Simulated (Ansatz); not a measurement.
**Cohesive energy of elemental solids other than molecular ones**

Method: rVV10 in Ansatz (plane waves, PAW). References are measured values corrected to a static lattice or taken at low temperature (these still hold zero-point motion). The table is a random draw of 10 from 27 solids with such references.

Values in eV/atom.

```json
[
 {"solid": "bcc V", "reference": "5.34", "rVV10": "5.68", "error (eV/atom)": "+0.34"},
 {"solid": "hcp Cd", "reference": "1.18", "rVV10": "1.03", "error (eV/atom)": "-0.15"},
 {"solid": "bcc Ba", "reference": "1.91", "rVV10": "2.10", "error (eV/atom)": "+0.19"},
 {"solid": "diamond", "reference": "7.55", "rVV10": "7.64", "error (eV/atom)": "+0.09"},
 {"solid": "fcc Ag", "reference": "2.97", "rVV10": "2.92", "error (eV/atom)": "-0.05"},
 {"solid": "antiferromagnetic bcc Cr", "reference": "4.15", "rVV10": "4.52", "error (eV/atom)": "+0.37"},
 {"solid": "bcc Mo", "reference": "6.84", "rVV10": "6.62", "error (eV/atom)": "-0.22"},
 {"solid": "bcc Li", "reference": "1.67", "rVV10": "1.63", "error (eV/atom)": "-0.04"},
 {"solid": "bcc Fe", "reference": "4.32", "rVV10": "5.07", "error (eV/atom)": "+0.75"},
 {"solid": "fcc Cu", "reference": "3.52", "rVV10": "3.74", "error (eV/atom)": "+0.22"}
]
```

Over these 10 solids the mean error is +0.15 eV/atom, the mean absolute error 0.24 eV/atom (median 0.20 eV/atom), and the worst case bcc Fe at +0.75 eV/atom; the value is above the reference in 6 of 10 cases. Over all 27, from unrounded values, the mean error is +0.14 eV/atom and the mean absolute error 0.21 eV/atom (median 0.13 eV/atom).

All these references are brought to a static lattice.

Spin–orbit coupling is left out, also for the solids with elements from indium on (bcc Ba); its size isn't shown.

Differences are worked out from the printed values.

Free atoms are spin-polarised, in the lowest state found; at levels without +SOC their spin–orbit coupling is left out. Each level is taken at its own relaxed cell. Caveats: the commensurate order stands in for chromium's spin-density wave, and the size of the moments varies much between levels (antiferromagnetic bcc Cr). Ansatz's density-functional and Hartree–Fock values are scalar-relativistic unless marked +SOC, with PAW data made under PBE.

Ansatz's runs of these crystals have no spin polarisation, but for antiferromagnetic bcc Cr, bcc Fe.

Density-functional runs with spin start from opposed moments for antiferromagnetic bcc Cr, parallel moments for bcc Fe.

Not in this set, of the elemental solids other than molecular ones with a reference value in our tables and a result at some level: 12 for no value at rVV10 (not run, a failed fit, an unstable or unbound cell, or a value held back for tests); 6 for the spin–orbit terms of free Br, In, Sn, Te, I and atoms past barium, a cut that leaves lighter open-shell atoms' terms in the errors; 3 for a doubt noted on the run at rVV10; 1 for sources at odds. These can be a level's best or worst cases. Solids without a released value at any level aren't counted. Layered and molecular crystals are counted apart. The metals Ce to Yb are counted apart.

References as tabulated in Jana et al. (2018), arXiv:1807.00350; Mejia-Rodriguez and Trickey (2018), arXiv:1807.09216; Csonka et al. (2009), arXiv:0903.4037; Harl et al. (2010), doi:10.1103/physrevb.81.115126.

Ansatz is an electronic-structure program.
